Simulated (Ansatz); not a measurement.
A calculation with Ansatz (development build ahead of 0.2.0).

```yaml
crystal:
  periodic: [false, false, false]
  atoms:
    - { symbol: P, position_ang: [0.0, 0.0, 0.0] }
    - { symbol: B, position_ang: [0.0, 1.8451, 0.0] }
    - { symbol: B, position_ang: [0.0, -1.8451, 0.0] }
basis:
  gaussian: { orbitals: pcseg-2 }
total_charge: 1
magnetization:
  initial_magnetization: 2
hamiltonian:
  xc: r2scan
```

The input is written out in the form of the current development build from the run's settings.

The run gave:

```
Converged                       : yes
Total energy                    : -390.40485 hartree
Spin squared of the determinant : 2.000
Stability test                  : minimum among restricted orbitals
```

Caution: other spin multiplicities may lie lower.
